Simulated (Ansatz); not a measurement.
Saddle point of CH6N, doublet (CH₅N ([CH3][NH2]) + H → CH₄N ([CH2][NH2]) + H₂; bonds formed: H1–H4; bonds broken: H1–C2), PBE0-D4/def2-TZVP structure:

H1  (-0.726, -0.852, -0.142)
C2  (-0.170, 0.217, -0.450)
N3  (0.814, 0.643, 0.473)
H4  (-1.201, -1.777, 0.133)
H5  (0.253, 0.013, -1.435)
H6  (-0.996, 0.925, -0.526)
H7  (1.586, -0.003, 0.557)
H8  (0.439, 0.836, 1.391)
(Å)

Energies are electronic, without zero-point energy. Barriers and step energies count from the start structure reached by relaxing down the imaginary mode; all methods use the PBE0-D4 structures, on which another method's saddle can fall below an end. Program: Ansatz 0.2.0. Basis: def2-TZVPP, with def2-QZVPP for the basis limit. Cores are frozen in the correlated methods; orbitals are unrestricted. B3LYP uses VWN-RPA correlation. Extrapolation: Hartree–Fock as exp(−7.88 √X), correlation as X^−2.97.

```csv
method,barrier (kcal/mol),step energy (kcal/mol)
SPW92,-6.03,-9.68
PBE-D4,-0.79,-10.67
BLYP-D4,-2.34,-14.72
r2SCAN-D4,-1.02,-13.15
B97M-V,?,-10.27
PBE0-D4,2.77,-9.44
B3LYP-D4,0.51,-13.56
r2SCAN0-D4,1.48,-12.36
BHLYP-D4,4.53,-12.04
CAM-B3LYP-D4,2.68,-12.14
wB97X-V,6.10,-9.89
wB97M-V,?,-10.51
B2PLYP,4.46,-11.12
PBE-QIDH,7.14,-7.58
RPA on PBE,7.14,-10.21
HF,?,-6.47
MP2,11.08,-5.21
CCSD,8.31,-9.73
CCSD(T),7.59,-9.38
```

Problem. Fill in the withheld barriers. (Judge from chemistry; the value comes from the calculation.)

Solution. Computed: wB97M-V 5.88; B97M-V 1.11; HF 16.57 kcal/mol. Each is the energy of the saddle less that of the start structure, by the same method.

For comparison, the barrier by CCSD(T) at an estimated basis limit (MP2 extrapolated from triple and quadruple zeta, plus CCSD(T) − MP2 in triple zeta) is 7.07 kcal/mol.

The T1 diagnostic stays at or below 0.016. ⟨S²⟩ of the unrestricted Hartree–Fock references: 0.75 to 0.78 (a pure state has 0.75).

Labels in which every atom is bracketed show which atoms are joined, not bond orders.

For scale, one of the runs: CCSD(T)/def2-TZVPP, 146 basis functions, launched by `ansatz run in.yaml --threads 2 --pin off --events-out ev --progress --plain --max-ram 4352MiB`. Time: 28 s of wall clock on 2 CPU threads of an Arm Neoverse V2; the host was shared. Peak host memory: 2.1 GiB.
